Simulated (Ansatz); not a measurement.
# triplet SiCl2 at 5 levels

Aim: a comparison of 5 runs (U-r2SCAN/STO-3G, U-revPBE/STO-3G, UB3LYP/STO-3G, UBCCD(T)/STO-3G, UCCSD(T)/STO-3G) of triplet SiCl2. 

The results are computed with Ansatz 0.2.0.

39 further runs of the same task are left out: 5 that didn't finish, 34 set aside as unsound or not needed.

### Step 1. The molecule

The species is SiCl2 (3 atoms), meant as a triplet with charge 0. SMILES of the parent species: `Cl[Si]Cl`. The shape is that of a PBE0-D4/def2-TZVP optimisation. That shape belongs to the parent species and isn't relaxed for this state.

Bond lengths: Cl1–Si2 2.077 Å, Si2–Cl3 2.077 Å. Angles: Cl1–Si2–Cl3 101.3°.

### Step 2. The energy at U-r2SCAN/STO-3G (run 1)

Input file molecule.yaml:

```yaml
crystal:
  periodic: [false, false, false]
  atoms:
    - {symbol: Cl, position_ang: [0.293800, 1.603800, 0.338000]}
    - {symbol: Si, position_ang: [-0.770100, -0.010400, -0.422000]}
    - {symbol: Cl, position_ang: [0.476300, -1.593400, 0.084000]}
basis:
  gaussian: {orbitals: STO-3G}
magnetization: {spin_polarized: true, initial_magnetization: 2}
hamiltonian: {xc: {name: r2SCAN}}
accuracy: high
```

Launch:

```
$ ansatz run molecule.yaml --threads 1 --pin off --max-ram 2610MiB --events-out events.jsonl --progress --plain --runs-dir runs
```

Log:

```text
Warning: RAYON_NUM_THREADS=1 ignored (pool sized by the plan → 1); use --threads N
Functional definition: r2SCAN
  name "r2SCAN"
  parameter k0 = 0.174
  parameter k1 = 0.065
  parameter a1 = 4.9479
  exchange = r2scan_x(k0 = k0, k1 = k1, a1 = a1)
  correlation = r2scan_c
481 factors; integrals over basis functions are off by at most 1.5e-8 eV
mean field evaluation 1: about -32555.3252 eV, gradient 1.2e1 eV
mean field evaluation 2: about -32552.8424 eV, gradient 2.1e1 eV
mean field evaluation 4: about -32556.9123 eV, gradient 8.8e-2 eV
mean field evaluation 8: about -32556.9147 eV, gradient 2.7e-3 eV
mean field evaluation 16: about -32556.9147 eV, gradient 3.8e-8 eV
mean field -32556.91471895 eV, -1196.4445480521 hartree, gradient 3.8e-8 eV, S^2 2.002101; 0 other end points of the search recorded, 0 dependent functions left out
reference -32556.91471951 eV, -1196.4445480728 hartree; 25, 23 occupied and 2, 4 virtual orbitals, 481 factors
Total energy: -32556.91471951 eV, -1196.4445480728 hartree
```

Run time: 6.6 s. Hardware: 1 thread of Arm Neoverse V1, shared host; peak memory 0.24 GiB.

### Step 3. A single-point energy at U-revPBE/STO-3G (run 2)

molecule.yaml: that of step 2 with these lines changed.

```diff
@@ -7,5 +7,9 @@
 basis:
-  gaussian: {orbitals: STO-3G}
-magnetization: {spin_polarized: true, initial_magnetization: 2}
-hamiltonian: {xc: {name: r2SCAN}}
+  gaussian:
+    orbitals: STO-3G
+magnetization:
+  spin_polarized: true
+  initial_magnetization: 2
+hamiltonian:
+  xc: {name: revPBE}
 accuracy: high
```

Launch:

```
$ ansatz run molecule.yaml --threads 1 --pin off --max-ram 2610MiB --events-out events.jsonl --progress --plain --runs-dir runs
```

Log:

```text
Warning: RAYON_NUM_THREADS=1 ignored (pool sized by the plan → 1); use --threads N
Functional definition: revPBE
  name "revPBE"
  parameter kappa = 1.245
  parameter beta = 0.06672455060314922
  exchange = pbe_x(kappa = kappa, mu = beta*pi^2/3)
  correlation = pbe_c(beta = beta)
481 factors; integrals over basis functions are off by at most 1.5e-8 eV
mean field evaluation 1: about -32549.5367 eV, gradient 1.3e1 eV
mean field evaluation 2: about -32544.1421 eV, gradient 2.8e1 eV
mean field evaluation 4: about -32551.3772 eV, gradient 2.6e-1 eV
mean field evaluation 8: about -32551.3735 eV, gradient 7.7e-3 eV
mean field evaluation 16: about -32551.3735 eV, gradient 1.5e-8 eV
mean field -32551.37351204 eV, -1196.2409124540 hartree, gradient 1.6e-8 eV, S^2 2.001743; 0 other end points of the search recorded, 0 dependent functions left out
reference -32551.37351415 eV, -1196.2409125316 hartree; 25, 23 occupied and 2, 4 virtual orbitals, 481 factors
Total energy: -32551.37351415 eV, -1196.2409125316 hartree
```

It took 2.1 s on 1 thread of Arm Neoverse V1, shared host; peak memory 0.14 GiB.

Runs 3 to 4 aren't shown in full; the table further down has their settings and results.

### Step 4. A single-point energy at UCCSD(T)/STO-3G (run 5)

Input file in.yaml:

```yaml
crystal:
  periodic: [false, false, false]
  atoms:
    - {symbol: Cl, position_ang: [0.293800, 1.603800, 0.338000]}
    - {symbol: Si, position_ang: [-0.770100, -0.010400, -0.422000]}
    - {symbol: Cl, position_ang: [0.476300, -1.593400, 0.084000]}
basis:
  gaussian:
    orbitals: STO-3G
magnetization:
  spin_polarized: true
  initial_magnetization: 2
correlation:
  method: ccsd_t
  frozen_orbitals: {Cl: 5, Si: 5}
accuracy: high
scf:
  omitted_lower_state_checks: [cluster_reference, increment]
```

Launch:

```
$ ansatz run in.yaml --threads 1 --pin off --max-ram 2610MiB --events-out events.jsonl --progress --plain --runs-dir runs
```

Log:

```text
Warning: RAYON_NUM_THREADS=1 ignored (pool sized by the plan → 1); use --threads N
[... 11 lines left out ...]
15 core orbitals not correlated: weight in the atoms' cores, before any rotation towards them, 1.000 or more for the frozen orbitals, at most 0.000 for the correlated occupied ones
[... 24 lines left out ...]
Total energy: -32512.18425660 eV, -1194.8007338799 hartree
Checks for a lower state left out: cluster_reference, increment
```

It took 0.36 s on 1 thread of Arm Neoverse V1, shared host.

### Step 5. The series

| run | level | frozen core orbitals | energy (Eh) | ⟨S²⟩ | wall time |
| --- | --- | --- | --- | --- | --- |
| 1 | U-r2SCAN/STO-3G | – | -1196.444548 | 2.002 | 6.6 s |
| 2 | U-revPBE/STO-3G | – | -1196.240913 | 2.002 | 2.1 s |
| 3 | UB3LYP/STO-3G | – | -1196.461862 | 2.001 | 2.2 s |
| 4 | UBCCD(T)/STO-3G | 15 | -1194.800687 | 2.002 | 0.42 s |
| 5 | UCCSD(T)/STO-3G | 15 | -1194.800734 | 2.002 | 0.36 s |

### Step 6. Results

```
                                           quantity           value
                                run 5: total energy  -1194.80073 Eh
run 5: correlation energy (15 core orbitals frozen)       -34.2 mEh
                              run 5: (T) correction       -1.06 mEh
           run 5: ⟨S²⟩ of the reference determinant           2.002
                               run 5: T1 diagnostic           0.011
```

**Reading.** Totals of different functionals can't be ranked against each other. In runs 1, 2, 3, 4, 5 the basis is minimal, so the values are rough. All runs together took 12 s, the longest 6.6 s.
